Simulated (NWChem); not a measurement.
# BHO2 (oxoborinic acid): r2SCAN/def2-TZVP

Aim: the vertical ionisation energy of BHO2 (oxoborinic acid) at r2SCAN/def2-TZVP, from 2 runs. 

The results are computed with NWChem 7.3.0.

### Step 1. The system as given

The species is BHO2 (4 atoms), meant as a singlet with charge 0. SMILES: `O=BO`. The shape is that of a PBE0-D4/def2-TZVP optimisation.

Bond lengths: O1–B2 1.210 Å, B2–O3 1.322 Å, O3–H4 0.960 Å. Angles: O1–B2–O3 177.5°, B2–O3–H4 117.0°.

### Step 2. A single-point energy at r2SCAN/def2-TZVP

Input file a.nw:

```
echo
start a
memory stack 880 mb heap 220 mb global 1100 mb

geometry units angstroms noautosym nocenter noautoz
 O     -1.555100     0.523500     0.428500
 B     -0.423900     0.132000     0.248600
 O      0.816700    -0.302000     0.108600
 H      1.162300    -0.353500    -0.785700
end

basis "ao basis" spherical bse
 * library def2-TZVP
end

dft
 xc r2scan
 grid xcoarse
 convergence energy 1e-08
 iterations 100
 mulliken
 print low
end

task dft energy
```

Started as:

```sh
nwchem a.nw > a.out
```

The log of the run:

```text
[...]
 d= 0,ls=0.0,diis     1   -175.8425913302 -2.30D+02  1.38D-02  1.07D+00     1.0
[...]
 d= 0,ls=0.0,diis    11   -175.9685149188 -1.62D-10  3.09D-08  1.03D-11     8.5
         Total DFT energy =     -175.968514918752
      One electron energy =     -347.853817890787
           Coulomb energy =      139.459954327814
    Exchange-Corr. energy =      -21.580231842930
 Nuclear repulsion energy =       54.005580487150
[...]
      Total Density - Mulliken Population Analysis
     ---------------------------------------------
    Atom       Charge   Shell Charges
 -----------   ------   -------------------------------------------------------
    1 O    8     8.28   0.79  1.18  0.62  0.85  0.36  1.86  1.78  0.81  0.00  0.01  0.00
    2 B    5     4.66   0.92  1.05  0.54  0.09  0.01  1.04  0.65  0.10  0.11  0.12  0.05
    3 O    8     8.42   0.79  1.18  0.59  0.88  0.32  1.92  1.93  0.79  0.00  0.02  0.00
    4 H    1     0.64   0.25  0.32  0.03  0.05
[...]
```

Wall time 9.3 s (1 thread of Intel Xeon Platinum 8488C (Sapphire Rapids), shared host); peak memory 0.11 GiB.

### Step 3. The doublet cation

Input file bho2.xyz:

```xyz
4
BHO2 energy
O     -1.555100     0.523500     0.428500
B     -0.423900     0.132000     0.248600
O      0.816700    -0.302000     0.108600
H      1.162300    -0.353500    -0.785700
```

Input file bho2.nw:

```
start bho2
title "BHO2 energy"
memory 2200 mb
charge 1

geometry units angstroms noautosym nocenter noautoz
  load bho2.xyz
end

basis "ao basis" spherical bse
  * library def2-TZVP
end

dft
  xc r2scan
  mult 2
  grid xcoarse
  convergence energy 1e-08
  maxiter 100
  mulliken
  print low
end

task dft energy
```

Started as:

```sh
nwchem bho2.nw > bho2.out
```

The log of the run:

```text
[...]
 d= 0,ls=0.0,diis     1   -175.3392081603 -2.29D+02  7.50D-03  5.01D-01     1.4
[...]
 d= 0,ls=0.0,diis    13   -175.5245216527 -5.81D-09  2.17D-07  7.18D-10    12.6
[...]
         Total DFT energy =     -175.524521652668
      One electron energy =     -340.205011547114
           Coulomb energy =      131.907458456988
    Exchange-Corr. energy =      -21.232549049692
 Nuclear repulsion energy =       54.005580487150
[...]
      Total Density - Mulliken Population Analysis
     ---------------------------------------------
    Atom       Charge   Shell Charges
 -----------   ------   -------------------------------------------------------
    1 O    8     7.83   0.79  1.18  0.64  0.91  0.35  1.81  1.68  0.45  0.00  0.02  0.00
    2 B    5     4.48   0.92  1.05  0.56  0.13  0.00  1.00  0.57  0.01  0.10  0.10  0.05
    3 O    8     8.12   0.79  1.18  0.60  0.92  0.28  1.88  1.88  0.56  0.00  0.02  0.00
    4 H    1     0.57   0.23  0.28  0.01  0.05
[...]
      <S2> =      0.7641 (Exact =     0.7500)
[...]
```

It took 14 s on 1 thread of Intel Xeon Platinum 8488C (Sapphire Rapids), shared host; peak memory 0.11 GiB.

### Step 4. What came out

At r2SCAN/def2-TZVP:

| quantity | value |
| --- | --- |
| singlet BHO2: total energy | -175.96851 Eh |
| doublet cation: total energy | -175.52452 Eh |
| doublet cation: ⟨S²⟩ | 0.764 |
| vertical ionisation energy (to the doublet cation) | 12.082 eV |

In words: Removing an electron at fixed nuclei costs 12.08 eV (279 kcal/mol). Mulliken charges (doublet cation) run from -0.12 on O3 to +0.52 on B2; they depend strongly on the basis.
